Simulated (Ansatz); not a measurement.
# One shape, several levels: NO2 (nitrogen dioxide)

We compute a comparison of 6 runs (U-wB97X/STO-3G, UBHLYP/STO-3G, UBLYP/STO-3G, UPBE0/STO-3G, UBCCD(T)/STO-3G, UCCSDT/STO-3G) of NO2 (nitrogen dioxide). 

Program for the calculation: Ansatz 0.2.0.

42 further runs of the same task are left out: 8 that didn't finish, 34 set aside as unsound or not needed.

### 1 The system as given

NO2: 3 atoms, total charge 0, spin state doublet. As SMILES, `[O]N=O`. The O3–N2 distance was set to 1.476 Å, away from the relaxed value.

Bond lengths: O1–N2 1.181 Å, N2–O3 1.476 Å. Angles: O1–N2–O3 137.9°.

### 2 The energy at U-wB97X/STO-3G (run 1)

in.yaml reads:

```yaml
crystal:
  periodic: [false, false, false]
  atoms:
    - symbol: O
      position_ang: [0.128164, -1.369738, -0.074191]
    - symbol: "N"
      position_ang: [-0.321406, -0.285728, -0.205541]
    - symbol: O
      position_ang: [0.046180, 1.100790, 0.141070]
basis:
  gaussian: {orbitals: STO-3G}
magnetization: {spin_polarized: true, initial_magnetization: 1}
hamiltonian: {xc: {name: wB97X}}
accuracy: high
```

On the command line:

```sh
ansatz run in.yaml --threads 1 --pin off --max-ram 2610MiB --events-out events.jsonl --progress --plain --runs-dir runs
```

What it wrote:

```text
Warning: RAYON_NUM_THREADS=1 ignored (pool sized by the plan → 1); use --threads N
Functional definition: wB97X
  name "wB97X"
  parameter omega = 0.3/bohr
  parameter cx = 0.157706
  parameter cx1 = 0.726479
  parameter cx2 = 1.04760
  parameter cx3 = -5.70635
  parameter cx4 = 13.2794
  parameter css1 = -4.33879
  parameter css2 = 18.2308
  parameter css3 = -31.7430
  parameter css4 = 17.2901
  parameter cos1 = 2.37031
  parameter cos2 = -11.3995
  parameter cos3 = 6.58405
  parameter cos4 = -3.78132
  exchange = spin_sum(e_x_unif_sr(omega)*poly(b97_u_x, 1 - cx, cx1, cx2, cx3, cx4)) + cx*exact_x_sr(omega)
      + exact_x_lr(omega)
  correlation = spin_sum(e_c_pw_same_spin*poly(b97_u_same, 1, css1, css2, css3, css4))
      + integral(e_c_pw_opposite_spin*poly(b97_u_opposite, 1, cos1, cos2, cos3, cos4))
250 factors; integrals over basis functions are off by at most 3.5e-8 eV
114 factors; integrals over basis functions are off by at most 5.8e-10 eV
mean field evaluation 1: about -5497.0211 eV, gradient 2.8e1 eV
mean field evaluation 2: about -5465.0542 eV, gradient 7.9e1 eV
mean field evaluation 4: about -5502.3772 eV, gradient 2.6e0 eV
mean field evaluation 8: about -5502.4813 eV, gradient 2.2e-1 eV
mean field evaluation 16: about -5502.4634 eV, gradient 2.1e-2 eV
mean field evaluation 32: about -5502.4635 eV, gradient 5.3e-8 eV
mean field -5502.46348361 eV, -202.2118033189 hartree, gradient 4.2e-8 eV, S^2 0.776365; 5 other end points of the search recorded, 0 dependent functions left out
reference -5502.46348303 eV, -202.2118032978 hartree; 12, 11 occupied and 3, 4 virtual orbitals, 250 factors
Total energy: -5502.46348303 eV, -202.2118032978 hartree
```

It took 7.8 s on 1 thread of Arm Neoverse V1, shared host; peak memory 0.28 GiB.

### 3 The energy at UBHLYP/STO-3G (run 2)

molecule.yaml reads:

```yaml
crystal:
  periodic: [false, false, false]
  atoms:
    - symbol: O
      position_ang: [0.128164, -1.369738, -0.074191]
    - symbol: "N"
      position_ang: [-0.321406, -0.285728, -0.205541]
    - symbol: O
      position_ang: [0.046180, 1.100790, 0.141070]
basis:
  gaussian: {orbitals: STO-3G}
magnetization: {spin_polarized: true, initial_magnetization: 1}
hamiltonian: {xc: {name: BHLYP}}
accuracy: high
```

On the command line:

```sh
ansatz run molecule.yaml --threads 1 --pin off --max-ram 2610MiB --events-out events.jsonl --progress --plain --runs-dir runs
```

What it wrote:

```text
Warning: RAYON_NUM_THREADS=1 ignored (pool sized by the plan → 1); use --threads N
Functional definition: BHLYP
  name "BHLYP"
  parameter a = 0.5
  exchange = (1 - a)*b88_x + a*exact_x
  correlation = lyp_c
250 factors; integrals over basis functions are off by at most 3.5e-8 eV
mean field evaluation 1: about -5495.1076 eV, gradient 2.7e1 eV
mean field evaluation 2: about -5451.4998 eV, gradient 8.3e1 eV
mean field evaluation 4: about -5500.0542 eV, gradient 2.7e0 eV
mean field evaluation 8: about -5500.2348 eV, gradient 4.1e-1 eV
mean field evaluation 16: about -5500.3190 eV, gradient 1.2e-2 eV
mean field evaluation 32: about -5500.3190 eV, gradient 5.9e-8 eV
mean field evaluation 64: about -5499.6931 eV, gradient 3.8e0 eV
mean field -5500.31960564 eV, -202.1330172566 hartree, gradient 4.0e-8 eV, S^2 0.820283; 8 other end points of the search recorded, 0 dependent functions left out
reference -5500.31961654 eV, -202.1330176573 hartree; 12, 11 occupied and 3, 4 virtual orbitals, 250 factors
Total energy: -5500.31961654 eV, -202.1330176573 hartree
```

Wall time 3.9 s (1 thread of Arm Neoverse V1, shared host); peak memory 0.11 GiB.

Runs 3 to 5 aren't shown in full; the table further down has their settings and results.

### 4 The energy at UCCSDT/STO-3G (run 6)

molecule.yaml reads:

```yaml
crystal:
  periodic: [false, false, false]
  atoms:
    - {symbol: O, position_ang: [0.128164, -1.369738, -0.074191]}
    - {symbol: "N", position_ang: [-0.321406, -0.285728, -0.205541]}
    - {symbol: O, position_ang: [0.046180, 1.100790, 0.141070]}
basis:
  gaussian:
    orbitals: STO-3G
magnetization:
  spin_polarized: true
  initial_magnetization: 1
correlation:
  method: ccsdt
  frozen_orbitals: {"N": 1, O: 1}
accuracy: high
scf:
  omitted_lower_state_checks: [cluster_reference, increment]
```

On the command line:

```sh
ansatz run molecule.yaml --threads 1 --pin off --max-ram 2610MiB --events-out events.jsonl --progress --plain --runs-dir runs
```

What it wrote:

```text
Warning: RAYON_NUM_THREADS=1 ignored (pool sized by the plan → 1); use --threads N
[... 25 lines left out ...]
3 core orbitals not correlated: weight in the atoms' cores, before any rotation towards them, 1.000 or more for the frozen orbitals, at most 0.000 for the correlated occupied ones
[... 57 lines left out ...]
Total energy: -5482.96043415 eV, -201.4950794710 hartree
Checks for a lower state left out: cluster_reference, increment
```

It took 2.5 s on 1 thread of Arm Neoverse V1, shared host.

### 5 Overview of the runs

```
run            level  frozen core orbitals  energy (Eh)   ⟨S²⟩  wall time
  1   U-wB97X/STO-3G                     –  -202.211803  0.776      7.8 s
  2    UBHLYP/STO-3G                     –  -202.133018  0.820      3.9 s
  3     UBLYP/STO-3G                     –  -202.217058  0.755      1.1 s
  4     UPBE0/STO-3G                     –  -202.060994  0.773      1.6 s
  5  UBCCD(T)/STO-3G                     3  -201.490366  1.632      1.6 s
  6    UCCSDT/STO-3G                     3  -201.495079  1.632      2.5 s
```

### 6 What came out

| quantity | value |
| --- | --- |
| run 6: total energy | -201.49508 Eh |
| run 6: correlation energy (3 core orbitals frozen) | -209.2 mEh |
| run 6: ⟨S²⟩ of the reference determinant | 1.632 |
| run 6: T1 diagnostic | 0.151 |

In words: Totals of different functionals can't be ranked against each other. In runs 1, 2, 3, 4, 5, 6 the basis is minimal, so the values are rough. Spin contamination of the reference: run 5 ⟨S²⟩ = 1.63, run 6 ⟨S²⟩ = 1.63. Where it is this large, the reference is a mixture of spin states, and values that rest on it are in doubt. All runs together took 18 s, the longest 7.8 s.
